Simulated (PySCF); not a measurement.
Calculation: B3LYP-D3(BJ)/def2-TZVP in PySCF. All species are isolated molecules in the gas phase. B3LYP has the VWN-RPA correlation part, as in Gaussian. 

Reference species (SMILES): `[SiH4]` (neutral, multiplicity 1).

```
Property     Value
--------  --------
HOMO      -9.67 eV
```

Changed species: `F[SiH](F)F` (3 of 4 H replaced by F; the reference has 0 of 4 H replaced by F).

Task: Predict the effect on the HOMO.

Result: the HOMO decreases by 1.37 eV, to -11.04 eV.
